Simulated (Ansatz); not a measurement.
Relaxation of BClH4 (6 atoms, charge 0, multiplicity 1), to a largest force component of 0.03 eV/Å in at most 50 steps.

The calculation used RKS B3LYP/def2-SVP in Ansatz 0.2.0.

```xyz
6
Properties=species:S:1:pos:R:3
B 0.017 -0.374 -0.395
Cl 0.017 -0.024 2.643
H 1.054 0.182 -0.637
H -1.043 0.141 -0.631
H 0.040 -1.496 0.029
H 0.033 -1.098 1.848
```

**Question.** Where does it end, and by what steps?

**Answer.** The run converged. After 8 steps the energy has fallen by 0.120 eV; H6 moved furthest, 0.61 Å.

```csv
step,energy less start (eV),largest force component (eV/Å),accepted
0,0.0000,0.848,yes
1,0.0127,1.664,no
2,-0.0277,0.694,yes
3,-0.0437,0.430,yes
4,-0.0611,0.723,yes
5,-0.0698,1.183,yes
6,-0.1158,0.271,yes
7,-0.1190,0.132,yes
8,-0.1197,0.028,yes
```

```xyz
6
Properties=species:S:1:pos:R:3
B 0.016 -0.344 -0.371
Cl 0.015 0.010 2.153
H 1.047 0.250 -0.557
H -1.038 0.209 -0.552
H 0.040 -1.545 -0.250
H 0.037 -1.251 2.435
```

Whether the end is a true minimum wasn't checked by a vibrational analysis.

Time of the run: 9.7 s on 1 thread of Arm Neoverse V2, on a shared host, peak memory 0.1 GiB.
